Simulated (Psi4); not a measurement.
# CH4FSi (SMILES [CH2][SiH2]F) at 4 levels

Aim: a comparison of 4 runs (UHF/6-31G, UHF/6-311+G**, UB3LYP/6-31G*, UMP2/3-21G) of CH4FSi. 

Program for the calculation: Psi4 1.11.

## 1. The structure to begin with

CH4FSi has 7 atoms, charge 0, and is taken as a doublet. As SMILES, `[CH2][SiH2]F`. Geometry: relaxed at PBE0-D4/def2-TZVP. This is one conformer, not always the lowest.

Bond lengths: C1–Si2 1.828 Å, Si2–F3 1.601 Å, C1–H4 1.085 Å, C1–H5 1.086 Å, Si2–H6 1.486 Å, Si2–H7 1.486 Å. Angles: C1–Si2–F3 109.0°, C1–Si2–H6 111.6°, C1–Si2–H7 111.7°, F3–Si2–H6 107.8°, F3–Si2–H7 107.6°, Si2–C1–H4 122.6°, Si2–C1–H5 122.3°, H6–Si2–H7 109.0°, H4–C1–H5 115.1°.

## 2. Energy and gradient at UHF/6-31G (run 1)

Contents of ch4fsi.xyz:

```xyz
7
CH4FSi
C     -0.871900     0.281100    -0.615800
Si     0.588600    -0.157300     0.392500
F      0.652600    -1.749500     0.550500
H     -1.536000    -0.466000    -1.038500
H     -1.136000     1.310700    -0.837900
H      0.509900     0.430600     1.755300
H      1.854000     0.282500    -0.251700
```

Contents of run.py:

```python
import numpy as np
from ase.calculators.psi4 import Psi4
from ase.io import read

mol = read('ch4fsi.xyz')
calc = Psi4(atoms=mol, method='scf', basis='6-31G', memory='1600MB', num_threads=1, charge=0, multiplicity=2, label='calc', reference='uhf')
calc.psi4.set_options({'puream': True, 'e_convergence': 1e-09, 'd_convergence': 1e-08, 'scf_type': 'pk', 'maxiter': 200})
mol.calc = calc

forces = mol.get_forces()
print(f'energy: {mol.get_potential_energy():.6f} eV')
print('forces / eV A^-1')
print(np.round(forces, 5))
```

Started as:

```bash
$ python run.py
```

calc.dat:

```text
[...]
  Running in c1 symmetry.
[...]
  Nuclear repulsion =  107.849747886844682
[...]
  Multiplicity = 2
[...]
  Nalpha       = 17
  Nbeta        = 16
[...]
    Number of basis functions: 39
[...]
   @UHF iter   1:  -428.38759362221617   -8.26322e-01   9.06469e-03 DIIS/ADIIS
[...]
   @UHF iter  14:  -428.46826482120457   -6.25278e-13   3.12864e-09 DIIS
[...]
   @S^2 Observed:                7.615490885E-01
[...]
  @UHF Final Energy:  -428.46826482120457
   => Energetics <=
    Nuclear Repulsion Energy =            107.8497478868446819
    One-Electron Energy =                -807.7506370400733431
    Two-Electron Energy =                 271.4326243320241474
    Total Energy =                       -428.4682648212045706
  UHF NO Occupations:
  HONO-2 :   15  A 1.9987843
  HONO-1 :   16  A 1.9970361
[...]
  -Total Gradient:
     Atom            X                  Y                   Z
    ------   -----------------  -----------------  -----------------
       1        0.022263355819    -0.005903732577     0.015375556889
       2       -0.012887214810    -0.055902174253    -0.004533614909
       3       -0.002102472614     0.059910530645    -0.005769354589
       4       -0.004327921889    -0.004401102018    -0.002770920971
       5       -0.002219695356     0.006354789641    -0.001803005302
       6        0.000176922828    -0.000087950853    -0.001061324847
       7       -0.000902973978     0.000029639415     0.000562663729
[...]
```

Standard output:

```text
energy: -11659.215353 eV
forces / eV A^-1
[[-1.14483e+00  3.03580e-01 -7.90640e-01]
 [ 6.62690e-01  2.87461e+00  2.33130e-01]
 [ 1.08110e-01 -3.08072e+00  2.96670e-01]
 [ 2.22550e-01  2.26310e-01  1.42490e-01]
 [ 1.14140e-01 -3.26780e-01  9.27100e-02]
 [-9.10000e-03  4.52000e-03  5.45800e-02]
 [ 4.64300e-02 -1.52000e-03 -2.89300e-02]]
```

Run time: 3.3 s. Hardware: 1 thread of Intel Xeon Platinum 8259CL at 2.50GHz (Skylake/Cascade Lake), shared host; peak memory 0.2 GiB.

## 3. A single-point energy at UHF/6-311+G(d,p) (Cholesky decomposition) (run 2)

Contents of input.inp:

```
memory 1600 mb

molecule {
  0 2
  C     -0.871900     0.281100    -0.615800
  Si     0.588600    -0.157300     0.392500
  F      0.652600    -1.749500     0.550500
  H     -1.536000    -0.466000    -1.038500
  H     -1.136000     1.310700    -0.837900
  H      0.509900     0.430600     1.755300
  H      1.854000     0.282500    -0.251700
}

set {
  basis              6-311+G**
  reference          uhf
  scf_type           cd
  damping_percentage 20
  maxiter            100
}

energy("scf")
```

Started as:

```bash
$ psi4 input.inp input.out -n 1
```

input.out:

```text
[...]
  Running in c1 symmetry.
[...]
  Nuclear repulsion =  107.849747886844682
[...]
  Multiplicity = 2
[...]
  Nalpha       = 17
  Nbeta        = 16
[...]
    Number of basis functions: 98
[...]
   @UHF iter   1:  -428.51080301536882   -8.29805e-01   4.55609e-03 DIIS/ADIIS
[...]
   @UHF iter  12:  -428.63444958601275    3.47476e-07   5.45932e-07 DIIS/DAMP=20%
[...]
   @S^2 Observed:                7.603253183E-01
[...]
  @UHF Final Energy:  -428.63444958601275
   => Energetics <=
    Nuclear Repulsion Energy =            107.8497478868446819
    One-Electron Energy =                -808.3482671715835295
    Two-Electron Energy =                 271.8640696987261549
    Total Energy =                       -428.6344495860127495
  UHF NO Occupations:
  HONO-2 :   15  A 1.9991878
  HONO-1 :   16  A 1.9965995
[...]
 Multipole Moments:
 ------------------------------------------------------------------------------------
     Multipole            Electronic (a.u.)      Nuclear  (a.u.)        Total (a.u.)
 ------------------------------------------------------------------------------------
 L = 1.  Multiply by 2.5417464519 to convert [e a0] to [Debye]
 Dipole X            :          1.4310426           -1.7037847           -0.2727421
 Dipole Y            :         -3.8546385            4.5750282            0.7203897
 Dipole Z            :          1.2386736           -1.4740759           -0.2354023
 Magnitude           :                                                    0.8054587
[...]
```

Wall time 4.8 s (1 thread of Intel Xeon Platinum 8259CL at 2.50GHz (Skylake/Cascade Lake), shared host); peak memory 0.22 GiB.

## 4. Energy and forces at UB3LYP/6-31G(d) (spherical functions) (run 3)

Contents of ch4fsi.py:

```python
import psi4

psi4.set_memory('1600 MB')
psi4.set_num_threads(1)
psi4.set_output_file('ch4fsi.out', False)

molecule = psi4.geometry("""
0 2
C     -1.64765221     0.53120201    -1.16369335
Si     1.11229280    -0.29725392     0.74171750
F      1.23323527    -3.30607586     1.04029423
H     -2.90261933    -0.88061237    -1.96248058
H     -2.14672888     2.47686403    -1.58340152
H      0.96357135     0.81371607     3.31703627
H      3.50355224     0.53384763    -0.47564407
units bohr
symmetry c1
""")

options = {'basis': '6-31G*', 'reference': 'uks', 'puream': True, 'e_convergence': 1e-09, 'd_convergence': 1e-08, 'scf_type': 'pk', 'dft_radial_points': 99, 'dft_spherical_points': 590, 'maxiter': 200}
psi4.set_options(options)

result, w = psi4.gradient("B3LYP", molecule=molecule, return_wfn=True)
psi4.oeprop(w, "MAYER_INDICES", "DIPOLE", "WIBERG_LOWDIN_INDICES", title="B3LYP")
print('gradient / Eh bohr^-1')
print(result.np.round(6))
print(f'energy = {w.energy():.10f} Eh')
```

Started as:

```bash
$ python ch4fsi.py
```

ch4fsi.out:

```text
[...]
  Running in c1 symmetry.
[...]
  Nuclear repulsion =  107.849747826140572
[...]
  Multiplicity = 2
[...]
  Nalpha       = 17
  Nbeta        = 16
[...]
    Number of basis functions: 54
[...]
   @UKS iter   1:  -429.68087342436240   -4.57244e-01   1.04592e-02 ADIIS/DIIS
[...]
   @UKS iter  12:  -429.83735247962250   -6.82121e-13   2.63829e-09 DIIS
[...]
   @S^2 Observed:                7.533955440E-01
[...]
  @UKS Final Energy:  -429.83735247962250
   => Energetics <=
    Nuclear Repulsion Energy =            107.8497478261405718
    One-Electron Energy =                -808.7455326345041158
    Two-Electron Energy =                 302.0285076621806297
    DFT Exchange-Correlation Energy =     -30.9700753334396204
    Empirical Dispersion Energy =           0.0000000000000000
    VV10 Nonlocal Energy =                  0.0000000000000000
    Total Energy =                       -429.8373524796224956
[...]
  -Total Gradient:
     Atom            X                  Y                   Z
    ------   -----------------  -----------------  -----------------
       1        0.002058613087    -0.001496338562     0.001442759709
       2       -0.003472410119    -0.006509144060    -0.001808845694
       3       -0.000321655992     0.012123740994    -0.001098511591
       4        0.001506343196     0.000877914402     0.001015241065
       5        0.001179242960    -0.001722467072     0.000849736633
       6       -0.000147286824    -0.001676305877    -0.000683146058
       7       -0.000815954750    -0.001568294232     0.000268581636
[...]
```

The script printed:

```text
gradient / Eh bohr^-1
[[ 0.002059 -0.001496  0.001443]
 [-0.003472 -0.006509 -0.001809]
 [-0.000322  0.012124 -0.001099]
 [ 0.001506  0.000878  0.001015]
 [ 0.001179 -0.001722  0.00085 ]
 [-0.000147 -0.001676 -0.000683]
 [-0.000816 -0.001568  0.000269]]
energy = -429.8373524796 Eh
```

Wall time 26 s (1 thread of Intel Xeon Platinum 8259CL at 2.50GHz (Skylake/Cascade Lake), shared host); peak memory 0.78 GiB.

## 5. The energy at UMP2/3-21G (run 4)

Contents of job.py:

```python
import psi4

psi4.set_memory('1600 MB')
psi4.set_num_threads(1)
psi4.set_output_file('output.dat', False)

m = psi4.geometry("""
0 2
C     -0.871900     0.281100    -0.615800
Si     0.588600    -0.157300     0.392500
F      0.652600    -1.749500     0.550500
H     -1.536000    -0.466000    -1.038500
H     -1.136000     1.310700    -0.837900
H      0.509900     0.430600     1.755300
H      1.854000     0.282500    -0.251700
symmetry c1
""")

psi4.set_options({
    'basis': '3-21G',
    'reference': 'uhf',
    'puream': True,
    'e_convergence': 1e-09,
    'd_convergence': 1e-08,
    'scf_type': 'pk',
    'num_frozen_docc': 7,
    'mp2_type': 'conv',
    'maxiter': 200,
})

e_tot, wfn = psi4.energy('mp2', return_wfn=True)
print('E =', round(e_tot, 9))
```

Started as:

```bash
$ python job.py
```

output.dat:

```text
[...]
  Running in c1 symmetry.
[...]
  Nuclear repulsion =  107.849747886844682
[...]
  Multiplicity = 2
[...]
  Nalpha       = 17
  Nbeta        = 16
[...]
    Number of basis functions: 39
[...]
   @UHF iter   1:  -426.22159607248261   -9.19833e-01   8.47757e-03 DIIS/ADIIS
[...]
   @UHF iter  13:  -426.29006246840299   -1.81899e-12   9.94986e-09 DIIS
[...]
   @S^2 Observed:                7.612923103E-01
[...]
  @UHF Final Energy:  -426.29006246840299
   => Energetics <=
    Nuclear Repulsion Energy =            107.8497478868446819
    One-Electron Energy =                -805.4347411214027943
    Two-Electron Energy =                 271.2949307661551757
    Total Energy =                       -426.2900624684029935
  UHF NO Occupations:
  HONO-2 :   15  A 1.9987686
  HONO-1 :   16  A 1.9970674
[...]
 Multipole Moments:
 ------------------------------------------------------------------------------------
     Multipole            Electronic (a.u.)      Nuclear  (a.u.)        Total (a.u.)
 ------------------------------------------------------------------------------------
 L = 1.  Multiply by 2.5417464519 to convert [e a0] to [Debye]
 Dipole X            :          1.4313423           -1.7037847           -0.2724423
 Dipole Y            :         -3.8322459            4.5750282            0.7427823
 Dipole Z            :          1.2367071           -1.4740759           -0.2373687
 Magnitude           :                                                    0.8260110
[...]
	SCS-MP2 Total Energy (a.u.)        :  -426.53124336702479
	SOS-MP2 Total Energy (a.u.)        :  -426.53222589350861
	SCSN-MP2 Total Energy (a.u.)       :  -426.38323033507282
[...]
	SOS-PI-MP2 Total Energy (a.u.)     :  -426.55085384928600
[...]
	MP2 Total Energy (a.u.)            :  -426.52927831405714
[...]
```

On the terminal:

```text
E = -426.529278314
```

Wall time 2.6 s (1 thread of Intel Xeon Platinum 8259CL at 2.50GHz (Skylake/Cascade Lake), shared host); peak memory 0.19 GiB.

## 6. The series

| run | level | task | integrals | energy (Eh) | dipole moment (D) | HOMO energy (eV) | LUMO energy (eV) | wall time |
| --- | --- | --- | --- | --- | --- | --- | --- | --- |
| 1 | UHF/6-31G | gradient | pk | -428.468265 | 2.59 | -10.84 | 2.34 | 3.3 s |
| 2 | UHF/6-311+G** (Cholesky decomposition) | energy | cd | -428.634450 | 2.05 | -10.79 | 1.40 | 4.8 s |
| 3 | UB3LYP/6-31G* (spherical functions) | gradient | pk | -429.837352 | 1.65 | -6.66 | -2.51 | 26 s |
| 4 | UMP2/3-21G | energy | pk | -426.529278 | – | -10.80 | 2.58 | 2.6 s |

## 7. What came out

| quantity | value |
| --- | --- |
| run 4: total energy | -426.52928 Eh |
| run 4: HOMO energy (Hartree–Fock orbitals) (highest over α and β) | -10.80 eV |
| run 4: LUMO energy (Hartree–Fock orbitals) (lowest over α and β) | 2.58 eV |
| run 4: correlation energy (7 core orbitals frozen) | -239.2 mEh |
| run 4: ⟨S²⟩ of the reference determinant | 0.761 |

What this shows: Over runs 1, 2, 3 the dipole moment (its size) runs from 1.65 D (UB3LYP/6-31G*) to 2.59 D (UHF/6-31G). The two ends differ in method and basis. All runs together took 37 s, the longest 26 s.
